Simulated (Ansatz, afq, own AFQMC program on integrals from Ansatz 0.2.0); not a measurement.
## WS, singlet: AFQMC among the cluster methods

```yaml
atoms:
  - { symbol: W, position_ang: [0.0000, 0.0000, 0.0000] }
  - { symbol: S, position_ang: [0.0000, 0.0000, 1.6780] }
```

Basis def2-SVP with its core potentials. Noble-gas cores (and the filled d shells of Ga–Kr and In–Xe) are frozen. Integrals, coupled cluster, full CI and functionals: Ansatz 0.2.0; the random walks run on the same integrals in our own AFQMC program. ph-AFQMC/CISD is guided by a CISD state made of CCSD amplitudes; releasing the constraint for a short imaginary time cuts its bias at the price of noise, slowly where states lie close. Error bars are statistical, one sigma. No spin–orbit coupling. The metal's outer-core s and p shells are frozen, which shifts wave-function levels against functionals.

Determinant: RHF, the one that the program's search chose, which needn't be the lowest solution. The geometry is a point of a scan.

No full CI on the walks' own integrals is used here; CCSDT(Q) serves as the reference and is uncertain by about the last step of the cluster series.

Cautions: no spin-orbit coupling; outer-core shells of the metal frozen; higher spins were not checked; restricted determinant unstable towards unrestricted (UHF 691 meV lower, ⟨S²⟩ 1.00); CCSDT(Q) on the UHF determinant differs (701 meV lower), perhaps since the unrestricted series falls towards higher spin.

```
T1 diagnostic                               : 0.0253
weight of the determinant in the CISD state : 0.841
size of the correlated space                : 12 electrons in 41 orbitals
```

| level | correlation energy (eV) |
| --- | --- |
| MP2 | -7.6629 |
| CCSD | -7.7383 |
| CCSD(T) | -8.1457 |

**Question.** Estimate where AFQMC with the constraint released lies against CCSD(T) on the same integrals.

**Answer.** 2.59 ± 1.62 mEh below CCSD(T). The gap is under twice the noise, so this walk alone can't tell the two apart.

Reference: CCSDT(Q), correlation energy -8.188 eV. The released energy is read at 3.00 1/Eh, later times being too noisy (meV from the phaseless value at times in 1/Eh: -35 ± 23 at 0.60, -1 ± 33 at 1.20, 22 ± 42 at 2.00, -23 ± 44 at 3.00, 47 ± 62 at 4.20).

| level | E − E(reference) (mEh) | share of correlation (%) |
| --- | --- | --- |
| CCSD(T) | 1.55 | 99.48 |
| CCSDT | 0.98 | 99.68 |
| ph-AFQMC/CISD | -0.20 ± 0.98 | 100.07 |
| released AFQMC | -1.04 ± 1.62 | 100.34 |

A walk keeps the symmetry of its determinant, which the program's search chose and which needn't be the lowest solution, so a lower state of the same spin and another symmetry isn't excluded. Released energies are given only where the last usable release times agree within the noise; a slower fall can still hide under it.
